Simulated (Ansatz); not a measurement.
**C₅H₆O: one species, many methods**

An exercise on one series of results from a longer session: the logs are not shown, and one member is left open.

Computed with Ansatz 0.2.0, Gaussian basis. Level: functionals in def2-TZVPP, the program's frozen cores in correlated methods.

Plan: PBE-D4, r2SCAN-D4, PBE0-D4, B3LYP-D4, ωB97X-V, ωB97M-V, B2PLYP; CCSD(T)/def2-TZVPP; MP2/def2-QZVPP; extrapolation to the limit.

### Structure used throughout

All runs share one geometry, relaxed beforehand with PBE0-D4 in a triple-zeta def2 set.

12 atoms, charge 0, spin multiplicity 1.

Atoms are counted from 1 here; the program's logs count them from 0.

Bond lengths: C1–C2 1.198 Å, C1–H7 1.064 Å, C2–C3 1.450 Å, C3–O4 1.415 Å, C3–H8 1.098 Å, C3–H9 1.098 Å, O4–C5 1.353 Å, C5–C6 1.324 Å, C5–H10 1.089 Å, C6–H11 1.083 Å, C6–H12 1.080 Å. Angles: C2–C1–H7 179.6°, C1–C2–C3 178.5°, C2–C3–O4 109.8°, C2–C3–H8 109.4°, C2–C3–H9 109.4°, O4–C3–H8 110.2°, O4–C3–H9 110.2°, H8–C3–H9 107.7°, C3–O4–C5 114.3°, O4–C5–C6 122.5°, O4–C5–H10 115.6°, C6–C5–H10 121.9°, C5–C6–H11 121.5°, C5–C6–H12 119.5°, H11–C6–H12 119.0°.

The first run:

Contents of in.yaml:

```yaml
crystal:
  periodic: [false, false, false]
  atoms:
    - {symbol: C, position_ang: [0.888566, 2.410250, 1.981135]}
    - {symbol: C, position_ang: [0.717848, 1.695583, 1.034390]}
    - {symbol: C, position_ang: [0.531022, 0.855977, -0.133308]}
    - {symbol: O, position_ang: [-0.224130, -0.288631, 0.214859]}
    - {symbol: C, position_ang: [-0.440781, -1.146352, -0.808679]}
    - {symbol: C, position_ang: [-1.153460, -2.254007, -0.670122]}
    - {symbol: H, position_ang: [1.035911, 3.039766, 2.826734]}
    - {symbol: H, position_ang: [1.511200, 0.558080, -0.529338]}
    - {symbol: H, position_ang: [0.014527, 1.428297, -0.915561]}
    - {symbol: H, position_ang: [0.013094, -0.868397, -1.758579]}
    - {symbol: H, position_ang: [-1.601770, -2.523077, 0.277775]}
    - {symbol: H, position_ang: [-1.292008, -2.907479, -1.519286]}
basis:
  gaussian: {orbitals: def2-TZVPP}
hamiltonian: {xc: pbe, dispersion: d4}
output: {forces: true, orbitals: {seedname: orbitals}}
```

Started as:

```
> ansatz run in.yaml --threads 4 --pin off --events-out ev --progress --plain --max-ram 10444MiB
```

Steps of the session up to this table: PBE-D4 (GGA); r2SCAN-D4 (meta-GGA); PBE0-D4 (hybrid); B3LYP-D4 (hybrid); ωB97X-V (range-separated); ωB97M-V (range-separated); B2PLYP (double hybrid); CCSD(T) in def2-TZVPP; MP2 in def2-QZVPP.

One table of the session follows, with a row left open; its other results are not shown here.

| method | atoms, summed (eV) | atomisation energy (eV) |
| --- | --- | --- |
| PBE-D4 | -7265.092 | 55.383 |
| r2SCAN-D4 | -7271.502 | 53.712 |
| PBE0-D4 | -7266.847 | 54.024 |
| B3LYP-D4 | -7276.504 | 53.585 |
| ωB97X-V | -7273.721 | 53.432 |
| ωB97M-V | -7272.890 | 53.657 |
| B2PLYP | -7270.304 | 53.144 |
| HF/def2-TZVPP | -7245.763 | 38.470 |
| MP2/def2-TZVPP | ? | ? |
| CCSD/def2-TZVPP | -7261.842 | 51.098 |
| CCSD(T)/def2-TZVPP | -7262.195 | 52.081 |
| MP2/CBS | -7260.933 | 54.747 |
| CCSD(T)/CBS | -7264.515 | 53.420 |

**Question.** Estimate the row for MP2/def2-TZVPP.

The run gave: atoms, summed (eV): -7258.613; atomisation energy (eV): 53.407. In the column «atoms, summed (eV)» it lies between MP2/CBS (-7260.933) and HF/def2-TZVPP (-7245.763).
